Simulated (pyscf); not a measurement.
H₃C–O–SiH₂• + water (H₂O) → H₃C–O–SiH•–OH + hydrogen (H₂), a four-centre exchange (doublet surface; H–Si, H–O broken, O–Si, H–H formed). Single points on ωB97X-D3(BJ)/def2-SVP structures (PySCF, gas phase). Energies in kJ/mol from the separated reactants.

Small-basis levels: PySCF, no dispersion term, spherical d functions. AM1 to PM7: differences of heats of formation from MOPAC. Open shells are spin-unrestricted. 

```json
[
 {"level": "MP2/6-31G*", "barrier": "159.3", "reaction energy": "-99.7"},
 {"level": "BP86/6-31G*", "barrier": "107.8", "reaction energy": "-89.8"},
 {"level": "B3LYP/3-21G", "barrier": "91.1", "reaction energy": "-116.9"},
 {"level": "B3LYP/LANL2DZ", "barrier": "172.1", "reaction energy": "-56.0"},
 {"level": "B3LYP/6-31G*", "barrier": "135.8", "reaction energy": "-89.7"},
 {"level": "M06-2X/6-31G*", "barrier": "128.7", "reaction energy": "-94.4"},
 {"level": "PBE/def2-SVP", "barrier": "86.3", "reaction energy": "-76.5"},
 {"level": "AM1", "barrier": "198.6", "reaction energy": "-65.0"},
 {"level": "PM3", "barrier": "141.8", "reaction energy": "-185.2"},
 {"level": "ωB97M-D3(BJ)/def2-TZVP", "barrier": "128.7", "reaction energy": "-82.0"}
]
```

Against the last row the barrier runs from -42.4 (PBE/def2-SVP) to +69.9 kJ/mol (AM1). ωB97M-D3(BJ)/def2-TZVP has limits of its own. On the reactant side the descent ends in a complex, 17.3 kJ/mol under the separated species and 150.8 kJ/mol under the saddle at ωB97X-D3(BJ)/def2-TZVP. At the saddle there is also a short H–Si contact that neither side keeps. From the product side, CH₃• + O=SiH–OH + H₂ lies, by one bond made or cut, 103.5 kJ/mol under this saddle at ωB97M-D3(BJ). H₃C–O–SiH•–OH lies 103.2 kJ/mol over its isomer H₃C–Si•(OH)–OH (electronic energy, ωB97M-D3(BJ)). This is the saddle that the search found; another between the same sides may lie lower.
